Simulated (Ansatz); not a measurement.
**Cohesive energy of some fcc solids**

Method: PBEsol in Ansatz (PAW). References are measured values corrected to a static lattice. The table is a random draw of 6 from 8 solids with such references.

Values in eV/atom.

| solid | reference | PBEsol | error (eV/atom) |
|---|---|---|---|
| fcc Cu | 3.52 | 4.08 | +0.56 |
| fcc Ca | 1.86 | 2.11 | +0.25 |
| fcc Pd | 3.93 | 4.44 | +0.51 |
| fcc Ag | 2.97 | 3.09 | +0.12 |
| fcc Ni | 4.48 | 5.47 | +0.99 |
| fcc Al | 3.43 | 3.81 | +0.38 |

Over these 6 solids the mean error is +0.47 eV/atom, the mean absolute error 0.47 eV/atom (median 0.45 eV/atom), and the worst case fcc Ni at +0.99 eV/atom; the value is above the reference in 6 of 6 cases. Over all 8, from unrounded values, the mean error is +0.47 eV/atom and the mean absolute error 0.47 eV/atom (median 0.45 eV/atom).

All these references are brought to a static lattice.

Differences are worked out from the printed values.

Free atoms are spin-polarised, in the lowest state found; at levels without +SOC their spin–orbit coupling is left out. Each level is taken at its own relaxed cell. Ansatz's density-functional and Hartree–Fock values are scalar-relativistic unless marked +SOC, with PAW data made under PBE.

Ansatz's runs of these crystals have no spin polarisation, but for fcc Ni.

Density-functional runs with spin start from parallel moments for fcc Ni.

Not in this set, of the fcc solids with a reference value in our tables and a result at some level: 3 for the spin–orbit terms of free Br, In, Sn, Te, I and atoms past barium, a cut that leaves lighter open-shell atoms' terms in the errors; 1 for a doubt noted on the run at PBEsol. These can be a level's best or worst cases. Solids without a released value at any level aren't counted. Layered and molecular crystals are counted apart. The metals Ce to Yb are counted apart.

References as tabulated in Mejia-Rodriguez and Trickey (2018), arXiv:1807.09216; Harl et al. (2010), doi:10.1103/physrevb.81.115126; Jana et al. (2018), arXiv:1807.00350; Csonka et al. (2009), arXiv:0903.4037.

Ansatz is a program for electronic structure.
